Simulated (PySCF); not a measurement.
PySCF input (M06-2X/6-311+G**):

```python
from pyscf import gto, dft

mol = gto.M(
    atom='''
    O    -0.00000000   -0.00000000   -1.68048500
    C    -0.00000000   -0.00000000   -0.52503293
    S     0.00000000    0.00000000    1.03712985
    ''',
    basis='6-311+g**',
    charge=0,
    spin=0,
    verbose=4,
)

mf = dft.RKS(mol, xc='m062x')
mf.grids.level = 4
mf.conv_tol = 1e-9
mf.max_cycle = 100
mf.max_memory = 1500
mf.kernel()
if not mf.converged:
    mf = mf.newton()
    mf.kernel(mf.make_rdm1())
mf.dip_moment()
```

Output:

```
PySCF version 2.14.0

[INPUT] verbose = 4
[INPUT] num. atoms = 3
[INPUT] num. electrons = 30
[INPUT] charge = 0
[INPUT] spin (= nelec alpha-beta = 2S) = 0
[INPUT] symmetry False subgroup None
[INPUT] Mole.unit = angstrom
[INPUT] Symbol           X                Y                Z      unit          X                Y                Z       unit  Magmom
[INPUT]  1 O      0.000000000000   0.000000000000  -1.680485000000 AA    0.000000000000   0.000000000000  -3.175656406440 Bohr   0.0
[INPUT]  2 C      0.000000000000   0.000000000000  -0.525032930000 AA    0.000000000000   0.000000000000  -0.992168444078 Bohr   0.0
[INPUT]  3 S      0.000000000000   0.000000000000   1.037129850000 AA    0.000000000000   0.000000000000   1.959891372111 Bohr   0.0

nuclear repulsion = 79.4271551307913
number of shells = 34
number of NR pGTOs = 119
number of NR cGTOs = 74
basis = 6-311+g**
ecp = {}

******** <class 'pyscf.dft.rks.RKS'> ********
method = RKS
initial guess = minao
damping factor = 0
level_shift factor = 0
DIIS = <class 'pyscf.scf.diis.CDIIS'>
diis_start_cycle = 1
diis_space = 8
diis_damp = 0
SCF conv_tol = 1e-09
SCF conv_tol_grad = None
SCF max_cycles = 100
direct_scf = True
direct_scf_tol = 1e-13
XC library pyscf.dft.libxc version 7.1.2
    S. Lehtola, C. Steigemann, M. J. T. Oliveira, and M. A. L. Marques,  SoftwareX 7, 1–5 (2018)
XC functionals = m062x
    Y. Zhao and D. G. Truhlar,  Theor. Chem. Acc. 120, 215 (2008)
    Y. Zhao and D. G. Truhlar,  Theor. Chem. Acc. 120, 215 (2008)
radial grids:
    Treutler-Ahlrichs [JCP 102, 346 (1995); DOI:10.1063/1.469408] (M4) radial grids

becke partition: Becke, JCP 88, 2547 (1988); DOI:10.1063/1.454033
pruning grids: <function nwchem_prune>
grids dens level: 4
symmetrized grids: False
atomic radii adjust function: <function treutler_atomic_radii_adjust>
small_rho_cutoff = 0
Set gradient conv threshold to 3.16228e-05
Initial guess from minao.
tot grids = 85560
init E= -511.998576686819
  HOMO = -0.335885648887089  LUMO = -0.0303658899234154  gap/eV = 8.31362
cycle= 1 E= -511.432351325315  delta_E= 0.566  |g|= 0.655  |ddm|= 1.82
  HOMO = -0.361579231837786  LUMO = -0.0328684790083802  gap/eV = 8.94468
cycle= 2 E= -511.286371758979  delta_E= 0.146  |g|= 1.15  |ddm|= 0.96
  HOMO = -0.362029504322029  LUMO = -0.00713631319207299  gap/eV = 9.65714
cycle= 3 E= -511.517847784738  delta_E= -0.231  |g|= 0.0995  |ddm|= 0.578
  HOMO = -0.364626281061912  LUMO = 0.0048475896686492  gap/eV = 10.05390
cycle= 4 E= -511.519632587867  delta_E= -0.00178  |g|= 0.0617  |ddm|= 0.129
  HOMO = -0.363195210615991  LUMO = 0.00223458841734909  gap/eV = 9.94385
cycle= 5 E= -511.520540101613  delta_E= -0.000908  |g|= 0.00574  |ddm|= 0.0496
  HOMO = -0.362922570997852  LUMO = 0.00261716735530742  gap/eV = 9.94684
cycle= 6 E= -511.520546999972  delta_E= -6.9e-06  |g|= 0.000898  |ddm|= 0.00616
  HOMO = -0.362911160209467  LUMO = 0.00258189839333956  gap/eV = 9.94557
cycle= 7 E= -511.520547246098  delta_E= -2.46e-07  |g|= 0.00018  |ddm|= 0.00152
  HOMO = -0.362905951202701  LUMO = 0.00258387203782187  gap/eV = 9.94548
cycle= 8 E= -511.520547257196  delta_E= -1.11e-08  |g|= 5.07e-05  |ddm|= 0.000301
  HOMO = -0.36291062652825  LUMO = 0.00258046890090552  gap/eV = 9.94552
cycle= 9 E= -511.520547257709  delta_E= -5.13e-10  |g|= 1.29e-05  |ddm|= 6.22e-05
  HOMO = -0.362907840921742  LUMO = 0.00258242987844094  gap/eV = 9.94550
Extra cycle  E= -511.520547257675  delta_E= 3.33e-11  |g|= 1.91e-05  |ddm|= 2.24e-05
converged SCF energy = -511.520547257675
Dipole moment(X, Y, Z, Debye): -0.00000,  0.00000,  0.78353
```
